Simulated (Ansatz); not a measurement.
Reaction: PH2 (SMILES [PH2], doublet) → PH2- (SMILES [PH2-]) (an electron is taken up)
Each species at its own B3LYP-D3(BJ)/def2-TZVP minimum (Ansatz, a first-principles code).

Total energies in hartree (Ansatz). Open shells are spin-unrestricted; no spin-orbit coupling. Correlated methods leave the cores frozen. No relativity.

```csv
species,HF/aug-cc-pV(T+d)Z,CCSD(T)/aug-cc-pV(T+d)Z,HF/aug-cc-pV(Q+d)Z,CCSD(T)/aug-cc-pV(Q+d)Z,CCSDT(Q)/aug-cc-pV(Q+d)Z
"1: PH2 (SMILES [PH2], doublet)",-341.88927,-342.06190,-341.89230,-342.07206,-342.07321
2: PH2- (SMILES [PH2-]),-341.89089,-342.10530,-341.89388,-342.11706,-342.11841
```

Problem. Work out the adiabatic electron affinity (electronic), positive where energy is released in eV: take Hartree-Fock from aug-cc-pV(Q+d)Z, extrapolate the CCSD(T) correlation energy as X^-3 (X = 3, 4), and add CCSDT(Q) - CCSD(T) in aug-cc-pV(Q+d)Z. 1 hartree = 27.211 eV.

Solution. 
Species 1: correlation (64·(-0.17976) - 27·(-0.17263))/37 = -0.18496; step -0.00115; E1 = -341.89230 + (-0.18496) + (-0.00115) = -342.07841
Species 2: correlation (64·(-0.22318) - 27·(-0.21441))/37 = -0.22958; step -0.00135; E2 = -341.89388 + (-0.22958) + (-0.00135) = -342.12481
+1·E1 -1·E2 = 0.04640 hartree = 1.26 eV.
